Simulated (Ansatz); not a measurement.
Gas-phase reaction in SMILES: C=C(C)C [2-methylprop-1-ene] + 4 [H][H] (H2) → 4 C (CH4)

Wanted: energy of full hydrogenation (enthalpy at 298 K), in kcal/mol. Terms: LANL2DZ all-electron up to Ne; spin-orbit terms left out; no dispersion term unless named; frozen cores in correlated levels; 6-31G* and kin with 6d, 5d where marked; non-relativistic; 6-311+G** with 5d. CBS(X,Y): correlation extrapolated as X^-3; Hartree-Fock from the larger set. The bracket is a focal-point correction in the basis named. Ab initio and DFT rows: single points at B3LYP-D3(BJ) geometries (Ansatz, a first-principles code), with unscaled harmonic terms from B3LYP/6-31G* at its own minima.

Measured values: Active Thermochemical Tables 1.112 (ions: stationary electron), as tabulated in the package chemicals; they hold spin-orbit and core effects, anharmonicity. 

Value to compare with, the measured value: -67.0 kcal/mol.

```json
[
 {"level": "B3LYP/STO-3G", "program": "Ansatz", "energy of full hydrogenation (enthalpy at 298 K) (kcal/mol)": "-86.4", "error": "-19.4"},
 {"level": "B3LYP/3-21G", "program": "Ansatz", "energy of full hydrogenation (enthalpy at 298 K) (kcal/mol)": "-77.4", "error": "-10.4"},
 {"level": "B3LYP/LANL2DZ", "program": "Ansatz", "energy of full hydrogenation (enthalpy at 298 K) (kcal/mol)": "-80.7", "error": "-13.7"},
 {"level": "B3LYP/6-31G", "program": "Ansatz", "energy of full hydrogenation (enthalpy at 298 K) (kcal/mol)": "-75.9", "error": "-8.9"},
 {"level": "B3LYP/6-31G*", "program": "Ansatz", "energy of full hydrogenation (enthalpy at 298 K) (kcal/mol)": "-73.3", "error": "-6.3"},
 {"level": "B3LYP/6-31+G*", "program": "Ansatz", "energy of full hydrogenation (enthalpy at 298 K) (kcal/mol)": "-74.6", "error": "-7.6"},
 {"level": "B3LYP/6-31G**", "program": "Ansatz", "energy of full hydrogenation (enthalpy at 298 K) (kcal/mol)": "-72.5", "error": "-5.5"},
 {"level": "B3LYP/def2-SVP", "program": "Ansatz", "energy of full hydrogenation (enthalpy at 298 K) (kcal/mol)": "-72.3", "error": "-5.3"},
 {"level": "B3LYP/cc-pVDZ", "program": "Ansatz", "energy of full hydrogenation (enthalpy at 298 K) (kcal/mol)": "-70.5", "error": "-3.5"},
 {"level": "B3LYP/6-311+G**", "program": "Ansatz", "energy of full hydrogenation (enthalpy at 298 K) (kcal/mol)": "-72.1", "error": "-5.1"},
 {"level": "B3LYP/def2-TZVPD", "program": "Ansatz", "energy of full hydrogenation (enthalpy at 298 K) (kcal/mol)": "-70.8", "error": "-3.8"},
 {"level": "RI-MP2/CBS(cc-pVTZ,cc-pVQZ)+[CCSD(T)-MP2]/cc-pVTZ", "program": "Ansatz", "energy of full hydrogenation (enthalpy at 298 K) (kcal/mol)": "-66.8", "error": "0.2"}
]
```

Among the 10 habitual levels, B3LYP/STO-3G lies farthest from the measured value (-19.4 kcal/mol) and B3LYP/cc-pVDZ nearest (-3.5); 0 of 10 lie above it, and their mean absolute error is 8.6 kcal/mol, the median 6.9. One case shows no general order.

The sets are all those run for this method; runs whose electronic state is in doubt are left out.
